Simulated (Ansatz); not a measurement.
C2H7Al, closed shell: at the start structure of a reaction step.

Input (in.yaml):

```yaml
crystal:
  periodic: [false, false, false]
  atoms:
    - {symbol: Al, position_ang: [-1.632625, 0.141388, 0.420528]}
    - {symbol: C, position_ang: [0.314637, 0.349181, 0.434364]}
    - {symbol: C, position_ang: [1.095021, -0.373428, -0.662089]}
    - {symbol: H, position_ang: [0.933365, -1.454183, -0.627241]}
    - {symbol: H, position_ang: [-2.354630, -0.736983, -0.694136]}
    - {symbol: H, position_ang: [-2.512792, 0.859155, 1.535714]}
    - {symbol: H, position_ang: [0.525504, 1.427530, 0.407260]}
    - {symbol: H, position_ang: [0.668613, 0.036356, 1.426622]}
    - {symbol: H, position_ang: [2.173371, -0.205089, -0.582300]}
    - {symbol: H, position_ang: [0.789536, -0.043926, -1.658824]}
basis:
  gaussian: {orbitals: def2-TZVPP}
hamiltonian: {xc: {name: CAM-B3LYP}, dispersion: d4}
```

Run by:

```bash
ansatz run in.yaml --threads 2 --pin off --events-out ev --progress --plain --max-ram 4352MiB
```

What Ansatz 0.2.0 printed:

```
Functional definition: CAM-B3LYP
  name "CAM-B3LYP"
  cite "Yanai, Tew & Handy, Chem. Phys. Lett. 393, 51 (2004) doi:10.1016/j.cplett.2004.06.011"
  cite "Iikura, Tsuneda, Yanai & Hirao, J. Chem. Phys. 115, 3540 (2001) doi:10.1063/1.1383587"
  cite "Becke, Phys. Rev. A 38, 3098 (1988) doi:10.1103/PhysRevA.38.3098"
  cite "Lee, Yang & Parr, Phys. Rev. B 37, 785 (1988) doi:10.1103/PhysRevB.37.785"
  cite "Vosko, Wilk & Nusair, Can. J. Phys. 58, 1200 (1980) doi:10.1139/p80-159"
  parameter alpha = 0.19
  parameter beta = 0.46
  parameter omega = 0.33/bohr
  parameter ac = 0.81
  # Exact exchange under (alpha + beta erf(omega r))/r, Becke's under what is left of 1/r.
  exchange = (1 - alpha - beta)*b88_x + beta*b88_x_sr(omega) + alpha*exact_x + beta*exact_x_lr(omega)
  correlation = (1 - ac)*vwn5_c + ac*lyp_c
1061 factors; their error is unknown
297 factors; integrals over basis functions are off by at most 1.8e-5 eV
mean field evaluation 1: about -8778.2230 eV, gradient 5.2e1 eV
mean field evaluation 2: about -8777.7244 eV, gradient 5.2e1 eV
mean field evaluation 4: about -8784.5019 eV, gradient 9.8e-1 eV
mean field evaluation 8: about -8784.4982 eV, gradient 5.2e-2 eV
mean field -8784.49818543 eV, -322.8243539678 hartree, gradient 3.5e-5 eV, S^2 0.000000; 0 other end points of the search recorded, 0 dependent functions left out
reference -8784.49832944 eV, -322.8243592601 hartree; 16, 16 occupied and 186, 186 virtual orbitals, 1061 factors
Total energy: -8784.62169145 eV, -322.8288927305 hartree
```

The lines “mean field evaluation” count trial sets of orbitals through the whole run, from several starts and some on an approximate energy, so they need not fall steadily or lie above the final value.

Hardware: 2 CPU threads of an AMD EPYC 7R13, shared host. Wall time about 2.8 s.
